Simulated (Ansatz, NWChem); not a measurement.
# Computed against measured: dipole moment

6 molecules of light elements (H to F); the dipole moment in D, computed less measured. Shapes, held fixed at every level: PBE0-D4/def2-TZVP. No vibrational averaging. Dipoles are compared by magnitude; molecules under 1 D, whose direction can flip, are left out. Programs: Ansatz 0.2.0, NWChem 7.3.0. Measured values: NIST CCCBDB.

Levels: A = HF/def2-SVP; B = PBE-D4/def2-TZVPP; C = PBE0/def2-SVP.

```tsv
molecule	measured	A	B	C
H2O (SMILES O)	1.85	+0.28	+0.04	+0.15
CH5N (methylamine)	1.31	+0.13	-0.06	+0.03
C2H4F2 (1,1-difluoroethane)	2.27	+0.25	-0.22	-0.13
C2H5F (SMILES CCF)	1.96	+0.20	-0.21	-0.12
C3H3NO (SMILES c1cocn1)	1.50	+0.02	+0.06	+0.05
C2H7N (dimethylamine)	1.03	+0.06	-0.16	-0.07
```

(1) Sum up the errors.

Answers

(1) 
```
            level           kind  mean error  mean absolute error  worst case
      HF/def2-SVP   Hartree–Fock      +0.157                0.157         H2O
PBE-D4/def2-TZVPP            GGA      -0.092                0.125      C2H4F2
    PBE0/def2-SVP  global hybrid      -0.015                0.092         H2O
```

On this set PBE0/def2-SVP has the smallest mean absolute error and HF/def2-SVP the largest. Without H2O the largest would be that of PBE-D4/def2-TZVPP. HF/def2-SVP is too high in 6 of 6; PBE-D4/def2-TZVPP is too low in 4 of 6. The levels differ in basis as well as in method. The smallest two are near a tie. The largest two are near a tie. The set is small.
